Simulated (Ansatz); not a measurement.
Relaxation of BClH4 (6 atoms, charge 0, multiplicity 1), to a largest force component of 0.03 eV/Å in at most 50 steps.

These are results of RKS BLYP-D4/def2-SVP in Ansatz 0.2.0, not measurements.

```xyz
6
Properties=species:S:1:pos:R:3
B -0.004 0.231 0.163
Cl -0.018 0.695 1.929
H 1.064 0.170 -0.391
H -1.070 0.107 -0.383
H 0.111 -2.139 0.473
H 0.035 -1.735 1.067
```

Question: Where does it end, and by what steps?

Answer: The run converged. The force dipped under the threshold on the way, but the program's further checks kept it going. After 12 steps the energy has fallen by 0.174 eV; H6 moved furthest, 0.59 Å.

```json
{"step": "0", "energy less start (eV)": "0.0000", "largest force component (eV/Å)": "1.476", "accepted": "yes"}
{"step": "1", "energy less start (eV)": "-0.1142", "largest force component (eV/Å)": "0.773", "accepted": "yes"}
{"step": "2", "energy less start (eV)": "-0.1418", "largest force component (eV/Å)": "0.676", "accepted": "yes"}
{"step": "3", "energy less start (eV)": "-0.1589", "largest force component (eV/Å)": "0.573", "accepted": "yes"}
{"step": "4", "energy less start (eV)": "-0.1618", "largest force component (eV/Å)": "0.653", "accepted": "yes"}
{"step": "5", "energy less start (eV)": "-0.1727", "largest force component (eV/Å)": "0.105", "accepted": "yes"}
{"step": "6", "energy less start (eV)": "-0.1734", "largest force component (eV/Å)": "0.014", "accepted": "yes"}
{"step": "7", "energy less start (eV)": "-0.1728", "largest force component (eV/Å)": "0.103", "accepted": "no"}
{"step": "8", "energy less start (eV)": "-0.1733", "largest force component (eV/Å)": "0.080", "accepted": "no"}
{"step": "9", "energy less start (eV)": "-0.1735", "largest force component (eV/Å)": "0.005", "accepted": "yes"}
{"step": "10", "energy less start (eV)": "-0.1737", "largest force component (eV/Å)": "0.097", "accepted": "yes"}
{"step": "11", "energy less start (eV)": "-0.1739", "largest force component (eV/Å)": "0.037", "accepted": "yes"}
{"step": "12", "energy less start (eV)": "-0.1740", "largest force component (eV/Å)": "0.001", "accepted": "yes"}
```

```xyz
6
Properties=species:S:1:pos:R:3
B -0.013 0.505 0.167
Cl -0.032 1.033 1.844
H 1.057 0.376 -0.376
H -1.071 0.304 -0.379
H 0.100 -2.571 0.439
H 0.077 -2.318 1.162
```

Whether the end is a true minimum wasn't checked by a vibrational analysis.

Run time: 11 s on 1 thread of Arm Neoverse V2 (shared host), peak memory 0.1 GiB.
